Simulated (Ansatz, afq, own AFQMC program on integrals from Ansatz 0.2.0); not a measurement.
Two steps: Ansatz 0.2.0 writes the Fock matrix and Cholesky factors of the valence space, and afq projects on them the lowest state that overlaps trial and start.

```yaml
crystal:
  periodic: [false, false, false]
  atoms:
    - {symbol: Ge, position_ang: [0.000000, 0.000000, 0.269193]}
    - {symbol: O, position_ang: [0.000000, 0.000000, -1.363087]}
    - {symbol: H, position_ang: [0.000000, 1.286605, 1.118308]}
    - {symbol: H, position_ang: [0.000000, -1.286605, 1.118308]}
basis:
  gaussian: {orbitals: cc-pVDZ}
magnetization: {spin_polarized: true, initial_magnetization: 0}
correlation: {method: ccsd_t, electrons: outside_noble_gas, hamiltonian_folder: ham}
```

```sh
$ ansatz run in.yaml --threads 1 --pin off --events-out ev --progress --plain --max-ram 1843MiB
```

Options of the walk:

```
--method phaseless --trial cisd --walkers 60 --populations 1 --least-time 40 --time-step 0.005 --steps-per-block 50 --equilibration-blocks 28 --max-blocks 300 --target-error 0.00042 --factor-cut 1e-05 --start spin_pure --seed 4275 --release-times 0.24,0.51,0.99,1.62,2.4 --release-step 0.03 --release-every 4 --taylor-order 6
```

Times are imaginary, in 1/Eh. The walk had a cap of 513 s. Filled inner d shells are frozen with the cores.

Log:

```
orbitals 36  electrons 6 6  factors 287 of 544
reference energy -2151.29568018 Eh
CCSD correlation -0.30801891 Eh in 11 cycles, weight of the determinant in the CISD state 0.8655
energy of the start -2151.603699 Eh
 block  time / (1/Eh)  mean weight  energy / Eh
     1     0.250  0.9994  -2151.600530
     2     0.500  1.0012  -2151.608482
     3     0.750  1.0025  -2151.615068
     4     1.000  1.0002  -2151.610473
     5     1.250  1.0022  -2151.624399
     9     2.250  0.9977  -2151.615504
    33     8.250  0.9995  -2151.619504
    65    16.250  0.9994  -2151.611159
    97    24.250  1.0029  -2151.617035
   129    32.250  1.0007  -2151.613308
   153    38.250  1.0010  -2151.603534
   161    40.250  0.9985  -2151.610885
   193    48.250  1.0027  -2151.603851
   225    56.250  1.0004  -2151.611863
   257    64.250  0.9990  -2151.623017
   289    72.250  0.9973  -2151.619902
   305    76.250  0.9968  -2151.646628
   321    80.250  0.9979  -2151.610264
blocks merged  error / Eh  count
     1  0.000566  300
     2  0.000687  150
     4  0.000772  75
     8  0.000811  37
    16  0.000801  18
    32  0.000897  9
released: time / (1/Eh)  energy / Eh  error  mean overlap
  0.24  -2151.618000  0.000960  0.9840
  0.51  -2151.617646  0.000809  0.9933
  0.99  -2151.616623  0.000868  0.9998
  1.62  -2151.615835  0.000911  1.0140
  2.40  -2151.615371  0.001365  1.0300
energy -2151.617294 +/- 0.000811 Eh
(rows thinned)
```

The run passed its tests (sampling time, drift between the halves within three errors, error under three times the target), which doesn't prove that it has relaxed. The second half of the sampling lies above the first by 2.0 errors of their difference, so the energy may still be moving and its error bar be too small.

Against this walk (error 22.1 meV) on the same determinant: CCSD(T) 54.5 meV higher, CCSDT(Q) 12.5 meV lower (within the noise). The error is statistical and leaves out the bias of the constraint. Released to 2.40 1/Eh the energy moves by 52 ± 43 meV (both errors), within twice the noise.

Cautions: constraint bias not in the error; error above the target (22.1 against 11.4 meV); no relativity below Rb; no spin-orbit coupling; inner d shell frozen; higher spins were not checked; an unrestricted solution with more broken spin lies lower (8 meV, ⟨S²⟩ 0.22), while this determinant keeps restricted orbitals; raised T1 diagnostic (T1 0.031, weight of the determinant 0.87, largest double 0.11); the bias of populations of 60 walkers isn't removed.

The walk took 6.4 min on 1 thread of Arm Neoverse V2 (shared host). The log's last line is the phaseless energy.

CCSDT and higher add their correlation energy to the determinant of the CCSD(T) run, since their own runs factorise the integrals more tightly (a shift of under 2 meV). A walk keeps the symmetry of its determinant, which the program's search chose and which needn't be the lowest solution, so a lower state of the same spin and another symmetry isn't excluded.
